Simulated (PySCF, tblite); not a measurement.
Calculations on `CCOC[CH][S-]` [radical], in the order of a workflow; each names the level of the geometry that it ran on. Settings lines and outputs come from a driver script.

C4H8OS (charge -1 and doublet state).
Numbering: `[CH3:1][CH2:2][O:3][CH2:4][CH:5][S-:6]` (hydrogens: H7, H8, H9 on C1; H10, H11 on C2; H12, H13 on C4; H14 on C5)

Step 1: GFN2-xTB geometry optimisation, gas phase (tblite 0.8.0) (from a force-field or distance-geometry start)
```json
{"job": {"kind": "relax", "xc": "GFN2-xTB", "basis": "xTB"}, "charge": -1, "multiplicity": 2}
```
```
step      E/eV     max force
  0    -546.69398    2.114
  1    -546.83938    0.885
  2    -546.89124    0.582
...
100    -547.14259    0.036
101    -547.14272    0.026
102    -547.14287    0.025
103    -547.14298    0.017
104    -547.14302    0.009
```

Energy lowered by 10.4 kcal/mol over 104 steps; largest atomic force 0.009 eV/Å at the end. «max force» is the largest atomic force in eV/Å.

The run took 0.54 s wall on Arm Neoverse V1, one thread, no GPU, on a shared host.

Step 2: GFN2-xTB harmonic vibrations, gas phase (tblite 0.8.0) (on the GFN2-xTB geometry)
```json
{"job": {"kind": "ir", "xc": "GFN2-xTB", "basis": "xTB"}, "charge": -1, "multiplicity": 2}
```
```
(table of modes left out)
```

36 modes from 52 to 3033 cm⁻¹ (unscaled, harmonic); zero-point energy 68.9 kcal/mol; all wavenumbers are real at this level.

Time: 0.35 s. Hardware: Arm Neoverse V1, one thread (shared host).

Step 3: UKS B3LYP, pcH-1 on C H O S, non-relativistic, mean-field spin-orbit, GIAO (PySCF 2.14.0) (on the GFN2-xTB geometry)
```json
{"job": {"kind": "epr", "basis": "pcH-1"}, "charge": -1, "multiplicity": 2}
```
```
...
E = -630.66326881 Eh   <S^2> = 0.7540 (exact 0.7500)
g shifts (ppm)      1          2          3
  rmc          -188       -188       -188
  gc             -1         29         47
  oz_so        -390       7557      15097
  total        -580       7399      14956
hyperfine (MHz)  atom isotope    a_iso     a_fc   dipolar eigenvalues
    0   13C       3.56       3.56     -0.31     -0.18      0.49
    1   13C      -3.86      -3.86     -0.73     -0.37      1.10
    2   17O     -56.74     -56.75    -16.77      8.06      8.71
    3   13C     -11.65     -11.62     -2.06      0.63      1.43
    4   13C      69.72      69.26    -53.05    -51.83    104.87
    5   33S       6.38       6.03    -38.15    -33.82     71.97
    6    1H       0.29       0.29     -0.80     -0.60      1.40
    7    1H       0.06       0.06     -0.89     -0.78      1.68
    8    1H       2.00       2.00     -0.69     -0.54      1.23
    9    1H      -0.38      -0.39     -1.96     -0.69      2.64
   10    1H       0.87       0.88     -4.83     -1.89      6.72
   11    1H       0.59       0.59     -4.02     -3.36      7.39
   12    1H      33.26      33.27     -5.36     -2.11      7.47
   13    1H     -38.46     -38.59    -24.36     -1.15     25.51
```

⟨S²⟩ 0.754; g_iso 2.0096. rmc, gc and oz_so are the mass-correction, gauge-correction and orbital-Zeeman/spin–orbit parts of the g shift along its three principal axes; a_iso is the isotropic hyperfine coupling and a_fc its Fermi-contact part. The log counts atoms from 0, this text from 1.

Time: 55 s wall (with the writing of density and orbital grids); peak memory 0.85 GiB. Hardware: one thread, Arm Neoverse V1 (aarch64), on a shared host.

Geometry of the electronic-property runs (GFN2-xTB):
```
atom  x, y, z in Å
C1    -2.164   -0.081    0.149
C2    -0.699    0.148    0.490
O3     0.058   -0.957    0.077
C4     1.501   -0.677    0.094
C5     1.950    0.440   -0.745
S6     2.324    1.967   -0.094
H7    -2.530   -0.979    0.645
H8    -2.275   -0.214   -0.925
H9    -2.759    0.772    0.467
H10   -0.582    0.299    1.580
H11   -0.330    1.056   -0.009
H12    1.789   -0.497    1.141
H13    1.911   -1.644   -0.235
H14    1.806    0.366   -1.817
```

Whether the extra electron is bound in the gas phase wasn't checked; a finite basis holds it in any case. (This holds for the electronic-property runs.)

One conformer stands for the species.
